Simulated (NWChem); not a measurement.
System: C3H7Cl; SMILES ClCCC

Output (shortened):

```
             Northwest Computational Chemistry Package (NWChem) 7.3.0
             --------------------------------------------------------

 C1  symmetry detected

                             Geometry "geometry" -> ""
                             -------------------------

 Output coordinates in angstroms (scale by  1.889725989 to convert to a.u.)

  No.       Tag          Charge          X              Y              Z
 ---- ---------------- ---------- -------------- -------------- --------------
    1 C                    6.0000    -0.78295523    -1.76165818     0.14213345
    2 C                    6.0000     0.52156074    -1.16209890    -0.35531970
    3 C                    6.0000     0.89264294     0.15475773     0.29523621
    4 Cl                  17.0000    -0.29766491     1.45021277    -0.06011719
    5 H                    1.0000    -0.74398174    -1.96469636     1.22455983
    6 H                    1.0000    -1.00416439    -2.71039346    -0.36878803
    7 H                    1.0000    -1.62205332    -1.07365703    -0.03933483
    8 H                    1.0000     0.48342558    -1.01821194    -1.44799039
    9 H                    1.0000     1.35709287    -1.85953082    -0.16528650
   10 H                    1.0000     0.93849514     0.06612981     1.39072275
   11 H                    1.0000     1.86399859     0.52073878    -0.06419040

 Effective nuclear repulsion energy (a.u.)     162.6948465483

                                 NWChem DFT Module
                                 -----------------

 Summary of "ao basis" -> "ao basis" (spherical)
 ------------------------------------------------------------------------------
       Tag                 Description            Shells   Functions and Types
 ---------------- ------------------------------  ------  ---------------------
 C                         def2-svpd                 8       20   4s2p2d
 Cl                        def2-svpd                11       27   5s4p2d
 H                         def2-svpd                 4        8   2s2p

            General Information
            -------------------
          SCF calculation type: DFT
          Wavefunction type:  closed shell.
          No. of atoms     :    11
          No. of electrons :    42
           Alpha electrons :    21
            Beta electrons :    21
          Charge           :     0
          Spin multiplicity:     1
          Use of symmetry is: off; symmetry adaption is: off
          Maximum number of iterations: 150
          AO basis - number of functions:   143
                     number of shells:    63
          Convergence on energy requested:  1.00D-06
          Convergence on density requested:  1.00D-05
          Convergence on gradient requested:  5.00D-04

              XC Information
              --------------
                         B3LYP Method XC Potential
                     Hartree-Fock (Exact) Exchange  0.200
                        Slater Exchange Functional  0.800 local
                    Becke 1988 Exchange Functional  0.720 non-local
              Lee-Yang-Parr Correlation Functional  0.810
                  VWN I RPA Correlation Functional  0.190 local

             Grid Information
             ----------------
          Grid used for XC integration:  medium
          Radial quadrature: Mura-Knowles
          Angular quadrature: Lebedev.
          Tag              B.-S. Rad. Rad. Pts. Rad. Cut. Ang. Pts.
          ---              ---------- --------- --------- ---------
          C                   0.70       49          12.0       434
          Cl                  1.00       88          12.0       590
          H                   0.35       45          13.0       434
          Grid pruning is: on
          Number of quadrature shells:   550
          Spatial weights used:  Erf1

      Superposition of Atomic Density Guess
      -------------------------------------

 Sum of atomic energies:        -575.69971408

      Non-variational initial energy
      ------------------------------

 Total energy =    -578.053133
 1-e energy   =   -1112.158573
 2-e energy   =     371.410594
 HOMO         =      -0.371365
 LUMO         =       0.048559

     ---------------------------------------------
      Total Density - Mulliken Population Analysis
     ---------------------------------------------

    Atom       Charge   Shell Charges
 -----------   ------   -------------------------------------------------------
    1 C    6     6.00   1.99  0.99 -0.29  0.05  2.06  1.06  0.03  0.11
    2 C    6     6.60   1.99  0.98 -0.14  0.12  2.00  1.21  0.04  0.40
    3 C    6     5.85   1.99  0.97 -0.11  0.04  1.78  1.10  0.04  0.05
    4 Cl  17    17.49   2.00  1.99  1.24  0.68  0.01  5.94  2.15  3.24  0.19  0.02  0.03
    5 H    1     0.86   0.69  0.10  0.02  0.05
    6 H    1     0.88   0.69  0.12  0.02  0.05
    7 H    1     0.91   0.69  0.14  0.02  0.06
    8 H    1     0.92   0.70  0.14  0.02  0.06
    9 H    1     0.85   0.69  0.11  0.02  0.03
   10 H    1     0.80   0.70  0.02  0.02  0.06
   11 H    1     0.85   0.70  0.07  0.02  0.06

   convergence    iter        energy       DeltaE   RMS-Dens  Diis-err
 ---------------- ----- ----------------- --------- --------- ---------
 d= 0,ls=0.0,diis     1   -578.4913819662 -7.41D+02  1.13D-02  4.43D-01
 d= 0,ls=0.0,diis     2   -578.5042753780 -1.29D-02  5.21D-03  2.73D-01
 d= 0,ls=0.0,diis     3   -578.5318980042 -2.76D-02  1.61D-03  5.92D-02
 d= 0,ls=0.0,diis     4   -578.5397006094 -7.80D-03  2.20D-04  4.78D-04
 d= 0,ls=0.0,diis     5   -578.5397541048 -5.35D-05  5.64D-05  5.70D-05
  Resetting Diis
 d= 0,ls=0.0,diis     6   -578.5397610875 -6.98D-06  1.74D-05  3.78D-06
 d= 0,ls=0.0,diis     7   -578.5397615999 -5.12D-07  4.47D-06  7.95D-08

         Total DFT energy =     -578.539761599869
      One electron energy =    -1116.063374725348
           Coulomb energy =      421.937894183900
    Exchange-Corr. energy =      -47.109127606734
 Nuclear repulsion energy =      162.694846548314

 Numeric. integr. density =       41.999979080129

                       DFT Final Molecular Orbital Analysis
                       ------------------------------------

 Vector   19  Occ=2.000000D+00  E=-3.491891D-01
              MO Center=  1.2D-03, -1.1D+00, -1.0D-01, r^2= 3.1D+00
   Bfn.  Coefficient  Atom+Function         Bfn.  Coefficient  Atom+Function
  ----- ------------  ---------------      ----- ------------  ---------------
   120     -0.269853   9 H  s               112      0.257531   8 H  s
   104     -0.234540   7 H  s                27     -0.221998   2 C  pz
    88      0.222075   5 H  s                 7      0.184241   1 C  pz
    26      0.160528   2 C  py               73      0.157487   4 Cl py
    25     -0.154782   2 C  px                6     -0.147145   1 C  py

 Vector   20  Occ=2.000000D+00  E=-3.005849D-01
              MO Center= -1.4D-01,  1.1D+00, -3.7D-02, r^2= 2.1D+00
   Bfn.  Coefficient  Atom+Function         Bfn.  Coefficient  Atom+Function
  ----- ------------  ---------------      ----- ------------  ---------------
    73      0.369467   4 Cl py               74      0.341934   4 Cl pz
    70      0.289177   4 Cl py               72      0.285454   4 Cl px
    71      0.269257   4 Cl pz               69      0.227686   4 Cl px
    67      0.165434   4 Cl py               26      0.162829   2 C  py
    68      0.153854   4 Cl pz               66      0.129870   4 Cl px

 Vector   21  Occ=2.000000D+00  E=-2.978582D-01
              MO Center= -8.8D-02,  1.2D+00,  8.4D-03, r^2= 2.0D+00
   Bfn.  Coefficient  Atom+Function         Bfn.  Coefficient  Atom+Function
  ----- ------------  ---------------      ----- ------------  ---------------
    74      0.452265   4 Cl pz               71      0.351981   4 Cl pz
    72     -0.331125   4 Cl px               69     -0.258383   4 Cl px
    68      0.201239   4 Cl pz              136      0.169718  11 H  s
    73     -0.160164   4 Cl py              128     -0.154417  10 H  s
    66     -0.147570   4 Cl px               47     -0.137284   3 C  pz

 Vector   22  Occ=0.000000D+00  E= 1.010686D-02
              MO Center=  8.6D-01,  2.3D-01,  2.6D-01, r^2= 7.0D+00
   Bfn.  Coefficient  Atom+Function         Bfn.  Coefficient  Atom+Function
  ----- ------------  ---------------      ----- ------------  ---------------
    44      1.801481   3 C  s               137     -1.310566  11 H  s
   121     -1.104814   9 H  s                24      1.040803   2 C  s
   129     -1.008636  10 H  s                23      0.913958   2 C  s
     3      0.865378   1 C  s                89     -0.790547   5 H  s
   113     -0.792497   8 H  s               105     -0.617321   7 H  s

 Vector   23  Occ=0.000000D+00  E= 1.826512D-02
              MO Center= -2.6D-01, -2.2D-01, -7.5D-02, r^2= 1.0D+01
   Bfn.  Coefficient  Atom+Function         Bfn.  Coefficient  Atom+Function
  ----- ------------  ---------------      ----- ------------  ---------------
     4      1.914799   1 C  s                24      1.439518   2 C  s
     3      1.316578   1 C  s               113     -1.285445   8 H  s
    97     -1.146752   6 H  s               105     -1.026019   7 H  s
    43      0.992810   3 C  s                89     -0.960605   5 H  s
   129     -0.781056  10 H  s                23      0.725862   2 C  s

 Vector   24  Occ=0.000000D+00  E= 4.287314D-02
              MO Center=  4.0D-03, -7.0D-01,  1.1D-02, r^2= 1.2D+01
   Bfn.  Coefficient  Atom+Function         Bfn.  Coefficient  Atom+Function
  ----- ------------  ---------------      ----- ------------  ---------------
     4      3.627673   1 C  s                24     -2.659918   2 C  s
   137      2.276315  11 H  s                97     -1.799875   6 H  s
     3      1.500752   1 C  s                89     -1.099143   5 H  s
    44     -1.077196   3 C  s                43     -0.712259   3 C  s
   141     -0.663462  11 H  px              121      0.653838   9 H  s

[...]
```

Level: B3LYP/def2-SVPD. All runs use the structure optimised with PBE0/def2-SVP. B3LYP is NWChem's, with the RPA form of VWN correlation.

Write an input that gives this output.

This is not unique; one that fits is the input that was run:
```
start job
memory heap 200 mb stack 900 mb global 1100 mb
geometry units angstroms noautoz
  C     -0.790821    -1.749335     0.142086
  C      0.510567    -1.147553    -0.360846
  C      0.893354     0.158830     0.303890
  Cl    -0.295859     1.463295    -0.020850
  H     -0.741161    -1.967507     1.221125
  H     -1.020912    -2.690102    -0.379535
  H     -1.629248    -1.055917    -0.020928
  H      0.461419    -0.988387    -1.450955
  H      1.345484    -1.850507    -0.189361
  H      0.950452     0.054851     1.397497
  H      1.862200     0.526322    -0.060731
end
basis spherical
  * library def2-svpd
end
dft
  xc b3lyp
  iterations 150
  mulliken
end
task dft energy
```
